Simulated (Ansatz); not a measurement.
# How far each method lies from UCCSDT(Q) for Al–C–OH, triplet

Geometry: displaced at random from a stationary point.

```yaml
atoms:
  - { symbol: Al, position_ang: [0.0646, -0.1389, 2.2109] }
  - { symbol: C, position_ang: [-0.1003, -0.0436, 0.2914] }
  - { symbol: O, position_ang: [-0.0237, -0.2921, -1.0044] }
  - { symbol: H, position_ang: [0.0595, 0.4745, -1.4979] }
```

Basis cc-pVDZ; Ansatz 0.2.0. Correlated methods freeze the noble-gas cores, which leaves 14 electrons in 44 orbitals. Prefix R: restricted or restricted open-shell reference; prefix U: unrestricted.

Full CI isn't at hand for all of this; UCCSDT(Q) serves as the reference, and is uncertain by the last step of the cluster series or more. The frozen core follows each run's orbitals, which can shift R against U totals by a few meV.

Unrestricted rows (U) aren't spin-pure: their determinants' ⟨S²⟩ exceeds S(S+1) by up to 0.11, so they mix in states of higher spin. For open shells CISD is restricted-active-space CI with the open shells as a complete middle space.

* UHF ⟨S²⟩: 2.110
* T1 diagnostic (RCCSD): 0.0306
* largest doubles amplitude (RCCSD): 0.075
* T1 diagnostic (UCCSD): 0.0363

| level | E − E(RHF) (eV) |
| --- | --- |
| UHF | -0.2260 |
| RMP2 | -8.8199 |
| UMP2 | -8.7540 |
| RCCSD | -9.6740 |
| UCCSD | -9.6778 |
| RCCSD(T) | -9.9586 |
| UCCSD(T) | -9.9574 |

Problem. Estimate how far UCCSDT(Q) in cc-pVDZ lies from RCCSD(T). The table doesn't fix it; the size of (T) and the diagnostics are the guide.

Solution. UCCSDT(Q) in cc-pVDZ lies 6.2 kJ/mol below RCCSD(T), which is 23 % of the (T) step (-27.5 kJ/mol). T1 is raised, but (T) still catches most of what CCSD lacks. The miss exceeds 1 kcal/mol.

The other levels:

| level | E − E(UCCSDT(Q)) (kJ/mol) | share of correlation (%) | wall time |
| --- | --- | --- | --- |
| CISD | 128.3 | 86.73 | 2.4 s |
| BCCD(T) | 5.8 | 99.40 | 1.8 s |
| RCCSDT | 2.7 | 99.72 | – |
| UCCSDT | 2.6 | 99.73 | – |
| RCCSDT(Q) | 0.4 | 99.96 | 61 s |

The correlation energy at UCCSDT(Q), counted from RHF, is -10.023 eV. That run took 58 s on 1 thread of AMD EPYC 9R45, shared host.

Times hold each run's SCF and search for its determinant on a shared host, so for small cases they say little of a method's own cost; they ran on 1 thread of AMD EPYC 9R45. Some runs computed forces too.
